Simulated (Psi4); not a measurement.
Psi4 input (PBE/cc-pVTZ):

```
memory 6899 MB

molecule {
0 1
H    -0.00000000   -0.00000000   -0.37201156
H     0.00000000    0.00000000    0.37201156
}

set {
  basis cc-pvtz
  scf_type direct
  df_scf_guess false
  ints_tolerance 1e-14
}

energy('pbe')
print_variables()
```

Output:

```
-----------------------------------------------------------------------
          Psi4: An Open-Source Ab Initio Electronic Structure Package
                               Psi4 1.11 release

    D. G. A. Smith, L. A. Burns, A. C. Simmonett, R. M. Parrish,
    M. C. Schieber, R. Galvelis, P. Kraus, H. Kruse, R. Di Remigio,
    A. Alenaizan, A. M. James, S. Lehtola, J. P. Misiewicz, M. Scheurer,
    R. A. Shaw, J. B. Schriber, Y. Xie, Z. L. Glick, D. A. Sirianni,
    J. S. O'Brien, J. M. Waldrop, A. Kumar, E. G. Hohenstein,
    B. P. Pritchard, B. R. Brooks, H. F. Schaefer III, A. Yu. Sokolov,
    K. Patkowski, A. E. DePrince III, U. Bozkaya, R. A. King,
    F. A. Evangelista, J. M. Turney, T. D. Crawford, C. D. Sherrill,
    J. Chem. Phys. 152(18) 184108 (2020). https://doi.org/10.1063/5.0006002

                            Additional Code Authors
    E. T. Seidl, C. L. Janssen, E. F. Valeev, M. L. Leininger,
    J. F. Gonthier, R. M. Richard, H. R. McAlexander, M. Saitow, X. Wang,
    P. Verma, M. H. Lechner, A. Jiang, S. Behnle, A. G. Heide,
    M. F. Herbst, D. L. Poole, T. Győri, E. C. Mitchell, J. P. Pederson,
    and A. M. Wallace

             Previous Authors, Complete List of Code Contributors,
                       and Citations for Specific Modules
    https://github.com/psi4/psi4/blob/master/codemeta.json
    https://github.com/psi4/psi4/graphs/contributors
    https://psicode.org/psi4manual/master/introduction.html#citing-psifour

    -----------------------------------------------------------------------

    Threads:    4
    Addons:     a̶d̶c̶c̶, a̶m̶b̶i̶t̶, b̶s̶e̶, c̶c̶t̶3̶, c̶f̶o̶u̶r̶, c̶h̶e̶m̶p̶s̶2̶, c̶p̶p̶e̶, d̶d̶x̶,
                d̶f̶t̶d̶3̶, d̶f̶t̶d̶4̶, dkh, ecpint, einsums, f̶o̶r̶t̶e̶, gauxc, g̶c̶p̶,
                g̶d̶m̶a̶, g̶e̶o̶m̶e̶t̶r̶i̶c̶, g̶p̶u̶_̶d̶f̶c̶c̶, i̶n̶t̶e̶g̶r̶a̶t̶o̶r̶x̶x̶,
                i̶p̶i̶, l̶i̶b̶e̶f̶p̶, m̶d̶i̶, m̶p̶2̶d̶, m̶r̶c̶c̶, ooo,
                o̶p̶e̶n̶f̶e̶r̶m̶i̶o̶n̶p̶s̶i̶4̶, pcmsolver, p̶s̶i̶4̶f̶o̶c̶k̶c̶i̶, p̶s̶i̶x̶a̶s̶,
                p̶y̶e̶i̶n̶s̶u̶m̶s̶, r̶e̶s̶p̶, s̶i̶m̶i̶n̶t̶, s̶n̶s̶m̶p̶2̶,
                v̶2̶r̶d̶m̶_̶c̶a̶s̶s̶c̶f̶

  ==> Input File <==

--------------------------------------------------------------------------
memory 6899 MB

molecule {
0 1
H    -0.00000000   -0.00000000   -0.37201156
H     0.00000000    0.00000000    0.37201156
}

set {
  basis cc-pvtz
  scf_type direct
  df_scf_guess false
  ints_tolerance 1e-14
}

energy('pbe')
print_variables()
--------------------------------------------------------------------------

   => Libint2 <=

    Primary   basis highest AM E, G, H:  7, 6, 3
    Auxiliary basis highest AM E, G, H:  7, 7, 4
    Onebody   basis highest AM E, G, H:  -, -, -
    Solid Harmonics ordering:            Gaussian

   => Loading Basis Set <=

    Name: CC-PVTZ
    Role: ORBITAL
    Keyword: BASIS
    atoms 1-2 entry H          line    23 file cc-pvtz.gbs

         ---------------------------------------------------------
                                   SCF
               by Justin Turney, Rob Parrish, Andy Simmonett
                          and Daniel G. A. Smith
                              RKS Reference
                        4 Threads,   6579 MiB Core
         ---------------------------------------------------------

  ==> Geometry <==

    Molecular point group: d2h
    Full point group: D_inf_h

    Geometry (in Angstrom), charge = 0, multiplicity = 1:

       Center              X                  Y                   Z               Mass
    ------------   -----------------  -----------------  -----------------  -----------------
         H            0.000000000000     0.000000000000    -0.372011560000     1.007825032230
         H            0.000000000000     0.000000000000     0.372011560000     1.007825032230

  Running in d2h symmetry.

  Rotational constants: A = ************  B =     60.43221  C =     60.43221 [cm^-1]
  Rotational constants: A = ************  B = 1811712.12794  C = 1811712.12794 [MHz]
  Nuclear repulsion =    0.711237589861455

  Charge       = 0
  Multiplicity = 1
  Electrons    = 2
  Nalpha       = 1
  Nbeta        = 1

  ==> Algorithm <==

  SCF Algorithm Type is DIRECT.
  DIIS enabled.
  MOM disabled.
  Fractional occupation disabled.
  Guess Type is SAD.
  Energy threshold   = 1.00e-06
  Density threshold  = 1.00e-06
  Integral threshold = 1.00e-14

  ==> Primary Basis <==

  Basis Set: CC-PVTZ
    Blend: CC-PVTZ
    Number of shells: 12
    Number of basis functions: 28
    Number of Cartesian functions: 30
    Spherical Harmonics?: true
    Max angular momentum: 2

  ==> DFT Potential <==

   => LibXC <=

    Version 7.1.2
    S. Lehtola, C. Steigemann, M. J. T. Oliveira, and M. A. L. Marques,  SoftwareX 7, 1–5 (2018) (10.1016/j.softx.2017.11.002)

   => Composite Functional: PBE <=

    PBE GGA Exchange-Correlation Functional

    J.P. Perdew et. al., Phys. Rev. Lett., 77(18), 3865-3868, 1996

    Deriv               =              1
    GGA                 =           TRUE
    Meta                =          FALSE

    Exchange Hybrid     =          FALSE
    MP2 Hybrid          =          FALSE

   => Exchange Functionals <=

    1.0000     XC_GGA_X_PBE

   => Correlation Functionals <=

    1.0000     XC_GGA_C_PBE

   => LibXC Density Thresholds  <==

    XC_GGA_C_PBE:  1.00E-12
    XC_GGA_X_PBE:  1.00E-15

   => Molecular Quadrature <=

    Radial Scheme          =       TREUTLER
    Pruning Scheme         =           NONE
    Nuclear Scheme         =       TREUTLER

    Blocking Scheme        =         OCTREE
    BS radius alpha        =              1
    Pruning alpha          =              1
    Radial Points          =             75
    Spherical Points       =            302
    Total Points           =          44640
    Total Blocks           =            392
    Max Points             =            256
    Max Functions          =             28
    Weights Tolerance      =       1.00E-15

  ==> Integral Setup <==

  ==> DirectJK: Integral-Direct J/K Matrices <==

    J tasked:                  Yes
    K tasked:                   No
    wK tasked:                  No
    Integrals threads:           4
    Screening Type:           CSAM
    Screening Cutoff:        1E-14
    Incremental Fock:           No

  Cached 100.0% of DFT collocation blocks in 0.037 [GiB].

  Minimum eigenvalue in the overlap matrix is 3.7522840094E-03.
  Reciprocal condition number of the overlap matrix is 1.0551308829E-03.
    Using symmetric orthogonalization.

  ==> Pre-Iterations <==

  SCF Guess: Superposition of Atomic Densities via on-the-fly atomic UHF (no occupation information).

   -------------------------
    Irrep   Nso     Nmo
   -------------------------
     Ag         7       7
     B1g        1       1
     B2g        3       3
     B3g        3       3
     Au         1       1
     B1u        7       7
     B2u        3       3
     B3u        3       3
   -------------------------
    Total      28      28
   -------------------------

  ==> Iterations <==

                        Total Energy        Delta E     RMS |[F,P]|

   @RKS iter SAD:    -0.93930839038097   -9.39308e-01   0.00000e+00
   @RKS iter   1:    -1.15384876354628   -2.14540e-01   1.06141e-02 DIIS/ADIIS
   @RKS iter   2:    -1.16456914894412   -1.07204e-02   3.63683e-03 DIIS/ADIIS
   @RKS iter   3:    -1.16611713979617   -1.54799e-03   9.82189e-05 DIIS
   @RKS iter   4:    -1.16611838687254   -1.24708e-06   1.11385e-06 DIIS
   @RKS iter   5:    -1.16611838696615   -9.36022e-11   1.32510e-08 DIIS
  Energy and wave function converged.

  ==> Post-Iterations <==

   Electrons on quadrature grid:
      Ntotal   =    1.9999999977 ; deviation = -2.305e-09

    Orbital Energies [Eh]
    ---------------------

    Doubly Occupied:

       1Ag    -0.380652

    Virtual:

       1B1u    0.042527     2Ag     0.181733     2B1u    0.439605
       1B2u    0.477690     1B3u    0.477690     3Ag     0.878569
       1B2g    0.906197     1B3g    0.906197     3B1u    1.343309
       4B1u    1.981473     4Ag     2.039660     5Ag     2.815624
       1B1g    2.815624     2B3u    3.004935     2B2u    3.004935
       6Ag     3.288838     2B3g    3.538012     2B2g    3.538012
       5B1u    3.727848     1Au     3.727848     3B3u    3.739039
       3B2u    3.739039     6B1u    4.276186     3B3g    5.308309
       3B2g    5.308309     7Ag     5.372505     7B1u    6.441135

    Final Occupation by Irrep:
             Ag   B1g   B2g   B3g    Au   B1u   B2u   B3u
    DOCC [     1,    0,    0,    0,    0,    0,    0,    0 ]
    NA   [     1,    0,    0,    0,    0,    0,    0,    0 ]
    NB   [     1,    0,    0,    0,    0,    0,    0,    0 ]

  @RKS Final Energy:    -1.16611838696615

   => Energetics <=

    Nuclear Repulsion Energy =              0.7112375898614546
    One-Electron Energy =                  -2.4992692162632695
    Two-Electron Energy =                   1.3117764337883373
    DFT Exchange-Correlation Energy =      -0.6898631943526694
    Empirical Dispersion Energy =           0.0000000000000000
    VV10 Nonlocal Energy =                  0.0000000000000000
    Total Energy =                         -1.1661183869661471

Computation Completed

Properties will be evaluated at   0.000000,   0.000000,   0.000000 [a0]

Properties computed using the SCF density matrix

 Multipole Moments:

 ------------------------------------------------------------------------------------
     Multipole            Electronic (a.u.)      Nuclear  (a.u.)        Total (a.u.)
 ------------------------------------------------------------------------------------

 L = 1.  Multiply by 2.5417464519 to convert [e a0] to [Debye]
 Dipole X            :          0.0000000            0.0000000            0.0000000
 Dipole Y            :          0.0000000            0.0000000            0.0000000
 Dipole Z            :          0.0000000            0.0000000            0.0000000
 Magnitude           :                                                    0.0000000

 ------------------------------------------------------------------------------------

  Variable Map:
  ----------------------------------------------------------------------------
  "CURRENT ENERGY"              =>      -1.166118386966
  "CURRENT REFERENCE ENERGY"    =>      -1.166118386966
  "DD SOLVATION ENERGY"         =>       0.000000000000
  "DFT FUNCTIONAL TOTAL ENERGY" =>      -1.166118386966
  "DFT TOTAL ENERGY"            =>      -1.166118386966
  "DFT VV10 ENERGY"             =>       0.000000000000
  "DFT XC ENERGY"               =>      -0.689863194353
  "GRID ELECTRONS ALPHA"        =>       0.999999998848
  "GRID ELECTRONS BETA"         =>       0.999999998848
  "GRID ELECTRONS TOTAL"        =>       1.999999997695
  "NUCLEAR REPULSION ENERGY"    =>       0.711237589861
  "ONE-ELECTRON ENERGY"         =>      -2.499269216263
  "PCM POLARIZATION ENERGY"     =>       0.000000000000
  "PE ENERGY"                   =>       0.000000000000
  "SCF ITERATION ENERGY"        =>      -1.166118386966
  "SCF ITERATIONS"              =>       5.000000000000
  "SCF TOTAL ENERGY"            =>      -1.166118386966
  "TWO-ELECTRON ENERGY"         =>       1.311776433788
  "XC GRID RADIAL POINTS"       =>      75.000000000000
  "XC GRID SPHERICAL POINTS"    =>     302.000000000000
  "XC GRID TOTAL POINTS"        =>   44640.000000000000

  Array Variable Map:
  ----------------------------------------------------------------------------
  "CURRENT DIPOLE"              =>       0.000000000000 ... 0.000000000000 1 by 3
  "SCF DIPOLE"                  =>       0.000000000000 ... 0.000000000000 1 by 3
  "SCF TOTAL ENERGIES"          =>      -0.939308390381 ... -1.166118386966 1 by 6

*** Psi4 exiting successfully. Buy a developer a beer!
```
